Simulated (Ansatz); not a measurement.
Geometry optimisation, RKS r2SCAN-D4/STO-3G (Ansatz).

Input file:

```yaml
crystal:
  periodic: [false, false, false]
  atoms:
    - { symbol: F, position_ang: [-1.3066, 0.7125, 1.1854] }
    - { symbol: C, position_ang: [-0.3011, -0.0071, 0.8461] }
    - { symbol: "N", position_ang: [0.6539, 0.7072, 0.0406] }
    - { symbol: C, position_ang: [0.4552, -0.0222, -0.9548] }
    - { symbol: Cl, position_ang: [0.9275, -0.0991, -2.5292] }
    - { symbol: O, position_ang: [-0.517, -0.7844, -0.3172] }
    - { symbol: H, position_ang: [0.1493, -0.5749, 1.6835] }
basis:
  gaussian: { orbitals: STO-3G }
hamiltonian:
  xc: r2scan
  dispersion: d4
relax:
  f_tol: 0.02
  max_steps: 50
```

Run as:

```bash
$ ansatz run input.yaml --threads 1 --pin off --max-ram 2048MiB --backend cpu --events-out ev --progress --plain --runs-dir out
```

Task: Where does it end, and by what steps?

Result: The run converged. Limits of this set-up: minimal basis. After 7 steps the energy has fallen by 2.359 eV; N3 moved furthest, 0.20 Å. The start is strongly strained (largest force component 11 eV/Å).

```
step  energy less start (eV)  largest force component (eV/Å)  accepted
   0                  0.0000                          10.698       yes
   1                 -2.0531                           2.474       yes
   2                 -2.3261                           0.811       yes
   3                 -2.3469                           0.350       yes
   4                 -2.3576                           0.150       yes
   5                 -2.3589                           0.054       yes
   6                 -2.3591                           0.025       yes
   7                 -2.3592                           0.014       yes
```

```xyz
7
Properties=species:S:1:pos:R:3
F -1.396 0.693 1.315
C -0.299 0.025 0.871
N 0.766 0.878 0.039
C 0.404 0.009 -0.931
Cl 1.013 -0.208 -2.590
O -0.607 -0.837 -0.401
H 0.180 -0.628 1.651
```

Whether the end is a true minimum wasn't checked by a vibrational analysis.

Time of the run: 35 s on 1 thread of Arm Neoverse V1, on a shared host, peak memory 0.18 GiB.
